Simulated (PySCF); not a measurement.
The first ionisation energy along group 13

All values are computed (PySCF 2.14, energy differences of UHF-based or UKS calculations, no spin-orbit coupling). Values in eV. The last column holds reference values (NIST; (s) semi-empirical, (t) theoretical, else measured). Unmarked ones compare directly (S terms, centres of terms, or small fine structure); those marked * lie between the lowest fine-structure levels and include a spin-orbit shift.

```json
{"element": "B (x2c-TZVPall, spin-free X2C)", "configurations": "[He] 2s2 2p1 → [He] 2s2", "UHF": "8.038", "MP2 (valence)": "8.258", "SCS-MP2 (valence)": "8.228", "MN15": "8.203", "reference": "8.297"}
{"element": "Al (x2c-TZVPall, spin-free X2C)", "configurations": "[Ne] 3s2 3p1 → [Ne] 3s2", "UHF": "5.587", "MP2 (valence)": "5.799", "SCS-MP2 (valence)": "5.784", "MN15": "5.669", "reference": "5.977"}
{"element": "Ga (x2c-TZVPall, spin-free X2C)", "configurations": "[Ar] 3d10 4s2 4p1 → [Ar] 3d10 4s2", "UHF": "5.516", "MP2 (valence)": "5.721", "SCS-MP2 (valence)": "5.704", "MN15": "5.986", "reference": "5.931"}
{"element": "In (x2c-TZVPall, spin-free X2C)", "configurations": "[Kr] 4d10 5s2 5p1 → [Kr] 4d10 5s2", "UHF": "5.205", "MP2 (valence)": "5.378", "SCS-MP2 (valence)": "5.361", "MN15": "5.697", "reference": "5.603"}
```

Task: Which of these methods has the smallest mean absolute error against the measured values here?

Result: MN15, with 0.138 eV.

```
           method  elements  mean error (eV)  mean absolute error (eV)  largest error (eV)
              UHF         4           -0.365                     0.365              -0.415
    MP2 (valence)         4           -0.163                     0.163              -0.226
SCS-MP2 (valence)         4           -0.183                     0.183              -0.242
             MN15         4           -0.063                     0.138              -0.308
```

Errors include the incompleteness of the basis and the frozen core.

"Valence" correlates the outer s and p shells and, in groups 3 to 12 and the f block, the outer d or f shell, open or full, or the next shell where the ion has no valence electron left; the wider scheme adds the next inner shell.
